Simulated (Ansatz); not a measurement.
**Dissociation curves of OCS (SMILES O=C=S)**

OCS: 3 atoms, total charge 0, spin state singlet. As SMILES, `O=C=S`. The coordinates come from a PBE0-D4/def2-TZVP relaxation.

```xyz
3

O     0.9220    0.6844    0.5821
C     0.0967    0.0718    0.0611
S    -1.0187   -0.7562   -0.6432
```

The O1–C2 distance is scanned; the parts on either side stay rigid. Basis STO-3G, 7 core orbitals frozen in the correlated methods; program Ansatz 0.2.0. FCI is exact within this basis and core. Energies in eV from each method's value at 1.152 Å; methods without a U are spin-restricted. The shape above is that at 1.152 Å.

```
distance (Å)    HF    PBE  B2PLYP  CCSD(T)   FCI
       1.152  0.00   0.00    0.00     0.00  0.00
       1.440  2.44   0.95    1.13     1.08  1.06
       2.305  6.96   8.77    8.35     7.41  7.34
       2.881  7.27  10.26    8.96     7.56  7.54
```

Departure from the FCI curve at its largest: HF +1.39 eV at 1.44 Å; PBE +2.73 eV at 2.88 Å; B2PLYP +1.43 eV at 2.88 Å; CCSD(T) +0.07 eV at 2.31 Å. Restricted functionals keep the electrons paired too, and rise too high.
